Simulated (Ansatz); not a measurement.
Basis-set extrapolation for ClF3 (PBE0-D4/def2-TZVP geometry, frozen core, Ansatz). Multiplicity 1, RHF reference.

```tsv
	cc-pV(T+d)Z	cc-pV(Q+d)Z
HF	-757.665853	-757.699680
MP2 correlation	-1.000913	-1.096626
CCSD(T) correlation	-1.041935	-1.137265
```

Energies in hartree. Use E(X) = E(∞) + A·exp(−5.46·√X) for Hartree–Fock and E(X) = E(∞) + B·X^(−3.05) for correlation, with X = 3 and 4.

Question: What is the CCSD(T) energy at the basis-set limit?

Answer: HF limit: -757.699680 + (-0.033827) × 0.30130 = -757.70987. Correlation limit: -1.137265 + (-0.095330) × 0.71189 = -1.20513. Total: -758.91500 hartree, 544.0 kJ/mol below CCSD(T)/cc-pV(T+d)Z.
